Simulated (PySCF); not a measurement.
Molfile (atoms numbered from 1):
```
C4H11OP
     RDKit          3D

 17 16  0  0  0  0  0  0  0  0999 V2000
   -2.2585    0.3281   -0.1414 C   0  0  0  0  0  0  0  0  0  0  0  0
   -1.5086   -0.9223    0.2941 C   0  0  0  0  0  0  0  0  0  0  0  0
    0.2622   -0.9229   -0.0833 P   0  0  0  0  0  5  0  0  0  0  0  0
    0.9697   -2.1794    0.2470 O   0  0  0  0  0  0  0  0  0  0  0  0
    0.9646    0.5597    0.6799 C   0  0  0  0  0  0  0  0  0  0  0  0
    2.4571    0.6708    0.4027 C   0  0  0  0  0  0  0  0  0  0  0  0
   -1.9618    1.2013    0.4425 H   0  0  0  0  0  0  0  0  0  0  0  0
   -3.3347    0.1983   -0.0133 H   0  0  0  0  0  0  0  0  0  0  0  0
   -2.0798    0.5552   -1.1958 H   0  0  0  0  0  0  0  0  0  0  0  0
   -1.5998   -1.0967    1.3706 H   0  0  0  0  0  0  0  0  0  0  0  0
   -1.9064   -1.8153   -0.1973 H   0  0  0  0  0  0  0  0  0  0  0  0
    0.2717   -0.5818   -1.4645 H   0  0  0  0  0  0  0  0  0  0  0  0
    0.4217    1.4356    0.3107 H   0  0  0  0  0  0  0  0  0  0  0  0
    0.7711    0.4832    1.7550 H   0  0  0  0  0  0  0  0  0  0  0  0
    2.6534    0.7864   -0.6659 H   0  0  0  0  0  0  0  0  0  0  0  0
    2.8860    1.5335    0.9158 H   0  0  0  0  0  0  0  0  0  0  0  0
    2.9767   -0.2267    0.7409 H   0  0  0  0  0  0  0  0  0  0  0  0
  1  2  1  0
  2  3  1  0
  3  4  2  0
  3  5  1  0
  5  6  1  0
  1  7  1  0
  1  8  1  0
  1  9  1  0
  2 10  1  0
  2 11  1  0
  3 12  1  0
  5 13  1  0
  5 14  1  0
  6 15  1  0
  6 16  1  0
  6 17  1  0
M  END
```

Geometry: PBE0-D3(BJ)/def2-TZVP; GIAO shifts from PySCF 2.14, gas phase, non-relativistic, averaged over equivalent atoms.

At wB97X-D/pcSseg-2 (377 basis functions, 93 s wall time on 1 thread of an Arm Neoverse V1, shared host):
```
               atoms  δ (ppm)
               C2/C5     25.4
               C1/C6      8.0
                  P3     23.4
                  O4     75.8
                 H12     6.83
             H11/H14     1.55
             H10/H13     1.44
H7/H8/H9/H15/H16/H17     1.08
```

References, each an isolated molecule treated in the same way: TMS for ¹³C (σref 186.29), ¹H (σref 31.63); ³¹P (σref 307.14) vs H3PO4; ¹⁷O (σref 328.24) against H2O.

Estimate the result of repeating the calculation with B97-2/pcSseg-2.

Results:


| atoms | δ at B97-2/pcSseg-2 | change |
| --- | --- | --- |
| C2/C5 | 25.5 | +0.1 |
| C1/C6 | 8.6 | +0.6 |
| P3 | 25.3 | +1.9 |
| O4 | 79.0 | +3.2 |
| H12 | 6.90 | +0.07 |
| H11/H14 | 1.59 | +0.04 |
| H10/H13 | 1.50 | +0.06 |
| H7/H8/H9/H15/H16/H17 | 1.10 | +0.02 |

Chemical shifts δ = σref − σ; ¹³C (σ = 185.38 ppm) and ¹H (σ = 31.64 ppm) against TMS; H3PO4 for ³¹P (σ = 317.21 ppm); H2O for ¹⁷O (σ = 327.66 ppm), all at this level.

The largest change is at O4 (P=O oxygen). Cost: 377 basis functions, 65 s wall time on 1 thread of an Arm Neoverse V1, shared host.

Experimental scales use liquid or dissolved standards, which lie at an offset from isolated H2O (liquid H2O: subtract about 36 ppm) and H3PO4.
